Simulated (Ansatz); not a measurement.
We consider fcc Ca, described by BLYP (PAW; Ansatz, a program for electronic structure).

Settings: plane-wave cutoff 520 eV, 18×18×18 k mesh, Fermi–Dirac smearing 0.05 eV, scalar-relativistic PAW data made under PBE.

Energies at three volumes about the minimum:

| V (Å³/atom) | E − E_lowest (meV/atom) |
|---|---|
| 41.645 | 0.88 |
| 42.495 | 0.00 |
| 43.345 | 0.80 |

Task: Fit a parabola by hand: where is the minimum, what lattice constant follows, and what is the bulk modulus?

Result: Slopes: (0.00 − 0.88)/(42.495 − 41.645) = -1.035 and (0.80 − 0.00)/(43.345 − 42.495) = 0.941 meV/Å³. Curvature E″ = 2 × (0.941 − (-1.035))/(43.345 − 41.645) = 2.325 meV/Å⁶. From the middle of the first interval, the slope vanishes at V0 = 42.0700 − (-1.035)/2.325 = 42.515 Å³/atom. B = V0 E″ = 42.515 × 2.325 meV/Å³ × 0.1602 GPa per meV/Å³ = 15.8 GPa. With 4 atoms in the cube, a = (4 × 42.515)^(1/3) = 5.540 Å. The full Birch–Murnaghan fit to all volumes gives V0 = 42.505 Å³/atom and B0 = 15.8 GPa.

Measured, for comparison: bulk modulus 18.6 GPa (corrected for temperature and zero-point phonon effects, our sources range from 15.9 to 18.7; as tabulated in Levämäki et al. (2014), arXiv:1402.3671); lattice constant a 5.553 Å (low-temperature or extrapolated to 0 K; zero-point anharmonic expansion removed; as tabulated in Csonka et al. (2009), arXiv:0903.4037). Computed (rounded) less measured: bulk modulus not scored (sources differ).
